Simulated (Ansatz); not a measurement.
in.yaml

```yaml
crystal:
  periodic: [false, false, false]
  atoms:
    - {symbol: Mo, position_ang: [0.000000, 0.000000, 0.000000]}
    - {symbol: H, position_ang: [0.000000, 0.000000, 4.502000]}
basis:
  gaussian: {orbitals: def2-SVP}
total_charge: 1
magnetization: {spin_polarized: false, initial_magnetization: 2}
correlation: {method: sc_nevpt2, electrons: outside_noble_gas, active_space: {window: {electrons: 4, orbitals: 4}}}
```

```sh
$ ansatz run in.yaml --threads 1 --pin off --events-out ev --progress --plain --max-ram 2393MiB
```

Q: Roughly how long does this take on 1 thread of Arm Neoverse V1, shared host, and how much host memory?

A: 17 s wall and 0.14 GiB.

```
378 factors; integrals over basis functions are off by at most 3.7e-4 eV
mean field evaluation 1: about -1825.5197 eV, gradient 3.9e1 eV
mean field evaluation 2: about -1825.5223 eV, gradient 3.9e1 eV
mean field evaluation 4: about -1839.2671 eV, gradient 6.8e0 eV
mean field evaluation 8: about -1840.4221 eV, gradient 1.7e0 eV
mean field evaluation 16: about -1840.6089 eV, gradient 5.4e-2 eV
mean field evaluation 32: about -1840.8281 eV, gradient 2.6e-2 eV
mean field evaluation 64: about -1840.8286 eV, gradient 5.8e-5 eV
mean field evaluation 96: about -1837.2008 eV, gradient 2.9e-2 eV
mean field evaluation 128: about -1840.6089 eV, gradient 1.9e-6 eV
mean field evaluation 160: about -1840.6062 eV, gradient 1.2e-2 eV
mean field evaluation 192: about -1840.6703 eV, gradient 7.1e-1 eV
mean field evaluation 224: about -1840.8278 eV, gradient 3.1e-2 eV
mean field evaluation 256: about -1840.8286 eV, gradient 1.0e-3 eV
mean field evaluation 288: about -1840.8282 eV, gradient 3.9e-2 eV
mean field evaluation 320: about -1840.8286 eV, gradient 2.5e-3 eV
mean field evaluation 352: about -1837.2544 eV, gradient 1.5e0 eV
mean field evaluation 384: about -1840.8286 eV, gradient 1.7e-3 eV
mean field evaluation 416: about -1840.8286 eV, gradient 4.9e-3 eV
mean field evaluation 448: about -1839.6049 eV, gradient 7.2e0 eV
mean field evaluation 480: about -1840.8283 eV, gradient 3.2e-2 eV
mean field evaluation 512: about -1840.8275 eV, gradient 2.8e-2 eV
mean field evaluation 544: about -1840.8276 eV, gradient 2.1e-2 eV
mean field evaluation 576: about -1840.6902 eV, gradient 1.6e0 eV
mean field evaluation 608: about -1840.6054 eV, gradient 4.3e-2 eV
mean field evaluation 640: about -1840.8281 eV, gradient 1.6e-2 eV
mean field evaluation 672: about -1840.6089 eV, gradient 3.4e-3 eV
mean field evaluation 704: about -1840.6054 eV, gradient 2.7e-6 eV
mean field -1840.82863491 eV, -67.6492045743 hartree, gradient 2.4e-6 eV, S^2 2.000000; 35 other end points of the search recorded, 0 dependent functions left out
reference -1840.79958307 eV, -67.6481369389 hartree; 8, 6 occupied and 28, 30 virtual orbitals, 378 factors
state -1842.41091691 eV, -67.7073523656 hartree
state -1842.41091691 eV, -67.7073523656 hartree; corrected -1843.60057665 eV, -67.7510715546 hartree
Total energy: -1843.60057665 eV, -67.7510715546 hartree
```

Natural occupations: 1.0135 1.0000 1.0000 0.9865.
